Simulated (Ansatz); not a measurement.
A nudged elastic band was laid between two geometries of AlH₄PSi (7 atoms, charge 0, multiplicity 1).

These are results of UKS B3LYP-D4/def2-SVP in Ansatz, not measurements.

| Property | Result |
| --- | --- |
| movable images | 5 |
| climbing image | yes |
| spring | 5.0 eV/Å² |
| optimiser | quadratic models (default) |
| start path | through a guess of the saddle point |
| force threshold | 0.05 eV/Å |
| iteration limit | 60 |
| end points | relaxed |

First end point:

```xyz
7
Properties=species:S:1:pos:R:3
Al -1.163 -0.565 -0.547
Si 0.317 1.013 0.369
P 0.613 -1.297 0.782
H -2.310 -1.103 -1.486
H 1.456 1.716 -0.290
H -0.017 1.660 1.670
H 1.164 -1.493 -0.542
```

Last end point:

```xyz
7
Properties=species:S:1:pos:R:3
Al -1.292 -0.100 -0.571
Si 0.206 1.738 -0.420
P 0.963 -0.476 0.123
H -2.505 -1.072 -0.272
H 1.736 -0.602 1.310
H -0.956 1.270 0.651
H 1.910 -0.826 -0.866
```

(1) What changes between the two ends?

(2) What energy profile does the band end with?

(3) What is the geometry of the highest image?

The band took 14 iterations and about 4 core-minutes.

Results:

(1) Bonds broken: Si2–H5. Bonds formed: P3–H5.

(2) It converged. The highest image is number 2 of 0 to 6, 110.9 kJ/mol above the first end and 61.0 kJ/mol above the last; the last end lies 49.8 kJ/mol above the first. Beside the main top the profile has a ripple of under 15 meV (maxima at images 2, 4), which may be a very shallow well or noise. A vibrational analysis at the climbing image gives one clearly imaginary mode, 699i cm⁻¹: a first-order saddle point. The orbitals were unrestricted but ended closed-shell.

```tsv
image	path coordinate (Å)	energy (kJ/mol)	Si2–H5 (Å)	P3–H5 (Å)
0	0.00	0.0	1.49	3.31
1	0.92	36.2	1.47	2.82
2	1.85	110.9	1.59	1.96
3	2.53	83.8	2.11	1.48
4	3.21	85.0	2.46	1.43
5	3.90	69.2	2.84	1.41
6	4.59	49.8	3.29	1.42
```

(3) 
```xyz
7
Properties=species:S:1:pos:R:3
Al -1.102 -0.448 -0.523
Si 0.170 1.536 -0.015
P 0.817 -1.163 0.539
H -2.435 -1.079 -1.068
H 1.462 0.678 0.328
H -0.350 1.654 1.413
H 1.500 -1.246 -0.721
```

Time of the run: 2.1 min on 2 threads of Intel(R) Xeon(R) Platinum 8488C (Sapphire Rapids) (shared host), peak memory 0.22 GiB.
